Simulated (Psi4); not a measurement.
C$_{4}$H$_{10}$, charge +1, quartet, at a GFN2-xTB geometry of the parent state (a state made from the parent by changing its charge; the spin is typed, not shown lowest); HF/6-31G in Psi4.

Psi4 was given this input:
```
memory 2 GB

molecule mol {
1 4
C    -0.001952   -0.000610    0.384811
H    -0.007510   -0.002348    1.480948
C    -0.001231    1.447905   -0.097154
H     0.004244    1.484092   -1.184729
H    -0.885739    1.971545    0.258862
H     0.878370    1.973646    0.267812
C     1.255143   -0.722223   -0.094223
H     1.290525   -0.737695   -1.181728
H     2.148630   -0.220467    0.270776
H     1.268406   -1.749298    0.263888
C    -1.252399   -0.725209   -0.106944
H    -1.276709   -0.740752   -1.194752
H    -1.266850   -1.752316    0.251026
H    -2.150735   -0.225585    0.248964
}

set {
  basis 6-31g
  reference rohf
}

energy('scf')
print_variables()
```

It wrote (shortened):

```
   => Loading Basis Set <=

    Name: 6-31G
    Role: ORBITAL
    Keyword: BASIS

         ---------------------------------------------------------
                                   SCF
               by Justin Turney, Rob Parrish, Andy Simmonett
                          and Daniel G. A. Smith
                             ROHF Reference
         ---------------------------------------------------------

  ==> Geometry <==

    Molecular point group: c1
    Full point group: C1

    Geometry (in Angstrom), charge = 1, multiplicity = 4:

       Center              X                  Y                   Z               Mass
    ------------   -----------------  -----------------  -----------------  -----------------
         C           -0.001906967574    -0.000595957431     0.375945610122    12.000000000000
         H           -0.007464967574    -0.002333957431     1.472082610122     1.007825032230
         C           -0.001185967574     1.447919042569    -0.106019389878    12.000000000000
         H            0.004289032426     1.484106042569    -1.193594389878     1.007825032230
         H           -0.885693967574     1.971559042569     0.249996610122     1.007825032230
         H            0.878415032426     1.973660042569     0.258946610122     1.007825032230
         C            1.255188032426    -0.722208957431    -0.103088389878    12.000000000000
         H            1.290570032426    -0.737680957431    -1.190593389878     1.007825032230
         H            2.148675032426    -0.220452957431     0.261910610122     1.007825032230
         H            1.268451032426    -1.749283957431     0.255022610122     1.007825032230
         C           -1.252353967574    -0.725194957431    -0.115809389878    12.000000000000
         H           -1.276663967574    -0.740737957431    -1.203617389878     1.007825032230
         H           -1.266804967574    -1.752301957431     0.242160610122     1.007825032230
         H           -2.150689967574    -0.225570957431     0.240098610122     1.007825032230

  Running in c1 symmetry.

  Rotational constants: A =      0.26266  B =      0.26266  C =      0.15278 [cm^-1]
  Rotational constants: A =   7874.41353  B =   7874.41001  C =   4580.11803 [MHz]
  Nuclear repulsion =  135.217545240962295

  Charge       = 1
  Multiplicity = 4
  Electrons    = 33
  Nalpha       = 18
  Nbeta        = 15

  ==> Algorithm <==

  SCF Algorithm Type is DF.
  DIIS enabled.
  MOM disabled.
  Fractional occupation disabled.
  Guess Type is SAD.
  Energy threshold   = 1.00e-06
  Density threshold  = 1.00e-06
  Integral threshold = 1.00e-12

  ==> Primary Basis <==

  Basis Set: 6-31G
    Blend: 6-31G
    Number of shells: 40
    Number of basis functions: 56
    Number of Cartesian functions: 56
    Spherical Harmonics?: false
    Max angular momentum: 1

   => Loading Basis Set <=

    Name: (6-31G AUX)
    Role: JKFIT
    Keyword: DF_BASIS_SCF

  ==> Integral Setup <==

  SCF_SUBTYPE=INCORE selected. In-core MEM_DF algorithm will be used.
  Using in-core AOs.

  ==> MemDFJK: Density-Fitted J/K Matrices <==

    J tasked:                   Yes
    K tasked:                   Yes
    wK tasked:                   No
    Algorithm:                 Core
    Schwarz Cutoff:           1E-12
    Mask sparsity (%):       0.1913
    Fitting Condition:        1E-10

   => Auxiliary Basis Set <=

  Basis Set: (6-31G AUX)
    Blend: CC-PVDZ-JKFIT
    Number of shells: 186
    Number of basis functions: 574
    Number of Cartesian functions: 574
    Spherical Harmonics?: false
    Max angular momentum: 3

  Minimum eigenvalue in the overlap matrix is 5.8223002374E-03.
  Reciprocal condition number of the overlap matrix is 1.0397164359E-03.
    Using symmetric orthogonalization.

  ==> Pre-Iterations <==

  SCF Guess: Superposition of Atomic Densities via on-the-fly atomic UHF (no occupation information).

   -------------------------
    Irrep   Nso     Nmo
   -------------------------
     A         56      56
   -------------------------
    Total      56      56
   -------------------------

  ==> Iterations <==

                           Total Energy        Delta E     RMS |[F,P]|

   @DF-ROHF iter SAD:  -156.54032296073086   -1.56540e+02   0.00000e+00
   @DF-ROHF iter   1:  -156.28221373460963    2.58109e-01   4.18134e-03 DIIS
   @DF-ROHF iter   2:  -156.34866021667807   -6.64465e-02   2.22086e-03 DIIS
   @DF-ROHF iter   3:  -156.37016168464845   -2.15015e-02   1.29128e-03 DIIS
   @DF-ROHF iter   4:  -156.38545409086953   -1.52924e-02   7.46700e-04 DIIS
   @DF-ROHF iter   5:  -156.39717039006433   -1.17163e-02   7.10429e-04 DIIS
   @DF-ROHF iter   6:  -156.40672295549257   -9.55257e-03   6.17720e-04 DIIS
   @DF-ROHF iter   7:  -156.41584146646915   -9.11851e-03   4.37295e-04 DIIS
   @DF-ROHF iter   8:  -156.41712228995021   -1.28082e-03   2.64026e-04 DIIS
   @DF-ROHF iter   9:  -156.41752711093011   -4.04821e-04   2.32302e-04 DIIS
   @DF-ROHF iter  10:  -156.41811202970530   -5.84919e-04   4.70928e-05 DIIS
   @DF-ROHF iter  11:  -156.41811699681170   -4.96711e-06   3.40556e-05 DIIS
   @DF-ROHF iter  12:  -156.41813814816254   -2.11514e-05   1.64808e-05 DIIS
   @DF-ROHF iter  13:  -156.41814450295948   -6.35480e-06   1.04550e-05 DIIS
   @DF-ROHF iter  14:  -156.41814885328108   -4.35032e-06   9.82843e-06 DIIS
   @DF-ROHF iter  15:  -156.41815666605288   -7.81277e-06   9.20138e-06 DIIS
   @DF-ROHF iter  16:  -156.41817266039874   -1.59943e-05   7.83481e-06 DIIS
   @DF-ROHF iter  17:  -156.41818986845328   -1.72081e-05   6.72308e-06 DIIS
   @DF-ROHF iter  18:  -156.41819518063443   -5.31218e-06   4.94862e-06 DIIS
   @DF-ROHF iter  19:  -156.41820649461755   -1.13140e-05   7.22739e-06 DIIS
   @DF-ROHF iter  20:  -156.41820671047736   -2.15860e-07   3.41181e-06 DIIS
   @DF-ROHF iter  21:  -156.41820793841038   -1.22793e-06   5.10285e-06 DIIS
   @DF-ROHF iter  22:  -156.41820812507490   -1.86665e-07   2.00442e-06 DIIS
   @DF-ROHF iter  23:  -156.41820818445592   -5.93810e-08   1.25852e-06 DIIS
   @DF-ROHF iter  24:  -156.41820819805412   -1.35982e-08   1.93363e-07 DIIS
  Energy and wave function converged.

  ==> Post-Iterations <==

    Orbital Energies [Eh]
    ---------------------

    Doubly Occupied:

       1A    -11.557170     2A    -11.533798     3A    -11.474358
       4A    -11.474323     5A     -1.382146     6A     -1.204801
       7A     -1.192472     8A     -1.009849     9A     -0.883868
      10A     -0.873083    11A     -0.836638    12A     -0.804282
      13A     -0.784298    14A     -0.763503    15A     -0.731264

    Singly Occupied:

      16A     -0.593118    17A     -0.591215    18A     -0.060926

    Virtual:

      19A      0.023833    20A      0.073582    21A      0.073602
      22A      0.082023    23A      0.090800    24A      0.093227
      25A      0.125024    26A      0.135376    27A      0.138032
      28A      0.171346    29A      0.175363    30A      0.177846
      31A      0.487892    32A      0.492021    33A      0.510666
      34A      0.514197    35A      0.529845    36A      0.638595
      37A      0.704170    38A      0.722937    39A      0.723159
      40A      0.738794    41A      0.747394    42A      0.882763
      43A      0.901777    44A      0.958754    45A      0.978996
      46A      0.985486    47A      0.989318    48A      1.010465
      49A      1.024833    50A      1.032014    51A      1.051713
      52A      1.054851    53A      1.088841    54A      1.449891
      55A      1.465730    56A      1.643041

    Final Occupation by Irrep:
              A
    DOCC [    15 ]
    SOCC [     3 ]
    NA   [    18 ]
    NB   [    15 ]

  @DF-ROHF Final Energy:  -156.41820819805412

   => Energetics <=

    Nuclear Repulsion Energy =            135.2175452409622949
    One-Electron Energy =                -468.2535801027222533
    Two-Electron Energy =                 176.6178266637058414
    Total Energy =                       -156.4182081980541170

Computation Completed

Properties will be evaluated at   0.000000,   0.000000,   0.000000 [a0]

Properties computed using the SCF density matrix

 Multipole Moments:

 ------------------------------------------------------------------------------------
     Multipole            Electronic (a.u.)      Nuclear  (a.u.)        Total (a.u.)
 ------------------------------------------------------------------------------------

 L = 1.  Multiply by 2.5417464519 to convert [e a0] to [Debye]
 Dipole X            :          0.3463416            0.0028896            0.3492312
 Dipole Y            :         -0.1954647            0.0009022           -0.1945625
 Dipole Z            :         -0.8576339           -0.5695942           -1.4272281
 Magnitude           :                                                    1.4821596

 ------------------------------------------------------------------------------------

  Variable Map:
  ----------------------------------------------------------------------------
  "CURRENT ENERGY"           =>    -156.418208198054
  "CURRENT REFERENCE ENERGY" =>    -156.418208198054
  "DD SOLVATION ENERGY"      =>       0.000000000000
  "HF KINETIC ENERGY"        =>     157.647856088140
  "HF POTENTIAL ENERGY"      =>    -314.066064286194
  "HF TOTAL ENERGY"          =>    -156.418208198054
  "HF VIRIAL RATIO"          =>       1.992200034174
  "NUCLEAR REPULSION ENERGY" =>     135.217545240962
  "ONE-ELECTRON ENERGY"      =>    -468.253580102722
  "PCM POLARIZATION ENERGY"  =>       0.000000000000
  "PE ENERGY"                =>       0.000000000000
  "SCF ITERATION ENERGY"     =>    -156.418208198054
  "SCF ITERATIONS"           =>      24.000000000000
  "SCF TOTAL ENERGY"         =>    -156.418208198054
  "TWO-ELECTRON ENERGY"      =>     176.617826663706

  Array Variable Map:
  ----------------------------------------------------------------------------
  "CURRENT DIPOLE"           =>       0.349231184770 ... -1.427228081370 1 by 3
  "SCF DIPOLE"               =>       0.349231184770 ... -1.427228081370 1 by 3
  "SCF TOTAL ENERGIES"       =>    -156.540322960731 ... -156.418208198054 1 by 25
```
